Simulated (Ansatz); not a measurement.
Geometry optimisation, RKS B3LYP/6-31G in Ansatz.

The input (input.yaml):

```yaml
crystal:
  periodic: [false, false, false]
  atoms:
    - { symbol: "N", position_ang: [-0.583, 1.3963, 0.132] }
    - { symbol: C, position_ang: [-0.0877, 0.1321, 0.4198] }
    - { symbol: F, position_ang: [-0.0431, -0.1543, 1.7584] }
    - { symbol: C, position_ang: [-0.2989, -1.0117, -0.4834] }
    - { symbol: C, position_ang: [1.0103, -0.4387, -0.4455] }
    - { symbol: H, position_ang: [-0.0708, 2.1584, 0.5997] }
    - { symbol: H, position_ang: [-1.5281, 1.5098, 0.5492] }
    - { symbol: H, position_ang: [-0.9276, -0.8292, -1.3749] }
    - { symbol: H, position_ang: [-0.5287, -1.9694, 0.0286] }
    - { symbol: H, position_ang: [1.7873, -0.9935, 0.097] }
    - { symbol: H, position_ang: [1.3357, 0.1431, -1.2603] }
basis:
  gaussian: { orbitals: "6-31G" }
hamiltonian:
  xc: b3lyp
relax:
  f_tol: 0.015
  max_steps: 40
```

Run as:

```bash
$ ansatz run input.yaml --threads 1 --pin off --max-ram 2048MiB --backend cpu --events-out ev --progress --plain --runs-dir out
```

Question: Where does it end, and by what steps?

Answer: The run converged. Limits of this set-up: no polarisation functions. After 6 steps the energy has fallen by 0.498 eV; F3 moved furthest, 0.16 Å.

```tsv
step	energy less start (eV)	largest force component (eV/Å)	accepted
0	0.0000	4.111	yes
1	-0.3695	1.686	yes
2	-0.4759	0.733	yes
3	-0.3014	2.325	no
4	-0.4970	0.158	yes
5	-0.4965	0.133	no
6	-0.4983	0.013	yes
```

```xyz
11
Properties=species:S:1:pos:R:3
N -0.604 1.401 0.236
C -0.072 0.131 0.441
F 0.035 -0.265 1.839
C -0.379 -1.016 -0.473
C 1.036 -0.413 -0.409
H -0.028 2.192 0.490
H -1.591 1.524 0.417
H -0.982 -0.816 -1.351
H -0.526 -1.987 -0.015
H 1.802 -0.995 0.090
H 1.374 0.188 -1.245
```

Time of the run: 55 s on 1 thread of AMD EPYC (Zen 3) (shared host), peak memory 0.14 GiB.
